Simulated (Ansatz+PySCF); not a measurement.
Values are calculated unless marked as measured or tabulated.
## Several solutions for singlet C₄H₈ in separate pieces

```xyz
12

C     0.0000    0.0000   -0.6653
C     0.0000    0.0000    0.6653
H     0.0000   -0.9311   -1.2403
H     0.0000    0.9311   -1.2403
H     0.0000   -0.9311    1.2403
H     0.0000    0.9311    1.2403
C    10.0000    0.0000   -0.6653
C    10.0000    0.0000    0.6653
H    10.0000   -0.9311   -1.2403
H    10.0000    0.9311   -1.2403
H    10.0000   -0.9311    1.2403
H    10.0000    0.9311    1.2403
```

Basis set: cc-pVDZ (spherical functions). Charge 0, multiplicity 1.

CASSCF(2,2) was run from several starts with Ansatz (development build ahead of 0.2.0) and PySCF 2.14.0. The starts are those of the Hartree–Fock orbitals from which the active space was taken at the frontier.

```json
{"run": "A", "program": "Ansatz", "start": "search for the lowest state", "converged": "yes", "energy (hartree)": "-156.10721", "<S²>": "0.00"}
{"run": "B", "program": "Ansatz", "start": "atomic start, no search", "converged": "yes", "energy (hartree)": "-156.10721", "<S²>": "0.00"}
{"run": "C", "program": "Ansatz", "start": "stability test followed", "converged": "yes", "energy (hartree)": "-156.10721", "<S²>": "0.00"}
{"run": "D", "program": "PySCF", "start": "program defaults", "converged": "yes", "energy (hartree)": "-156.08439", "<S²>": "0.00"}
```

Question: Which runs reached the lowest solution of this kind, and what is wrong with the others?

Answer: A, B, C reached the lowest solution found. Converged but too high: D by 0.62 eV. Convergence only shows a stationary point; in CASSCF the end hangs on which orbitals enter the active space. Caution: other starts end on other solutions of this active space.
